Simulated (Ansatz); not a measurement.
Crystal: Ba, bcc type, 1 atom in the cell.

All numbers below come from r²SCAN, plane waves, all-electron PAW datasets generated for the crystal, point nucleus (Ansatz).

Cutoff 220 eV; k-mesh 10×10×10 Γ-centred; Fermi–Dirac smearing of 0.1 eV; no spin polarisation; no spin–orbit coupling.

The fit to the energies gives V₀ = 65.292 Å³/atom (a₀ = 5.073 Å), B₀ = 8.3 GPa, B₀′ = 2.97.

**Question.** What pressure does the program print at V = 58.255 Å³/atom, and how far above the lowest computed point (V = 65.853 Å³/atom) does the energy lie?

**Answer.** 1.12 GPa and 22.63 meV/atom. All points:

```tsv
V (Å³/atom)	a (Å)	E − E(min) (meV/atom)	P (GPa)
58.255	4.8841	22.63	1.12
60.154	4.9367	11.52	0.77
62.054	4.9881	4.32	0.45
63.954	5.0385	0.61	0.18
65.853	5.0879	0.00	-0.07
```

The stress includes the program's correction for the finite plane-wave basis.
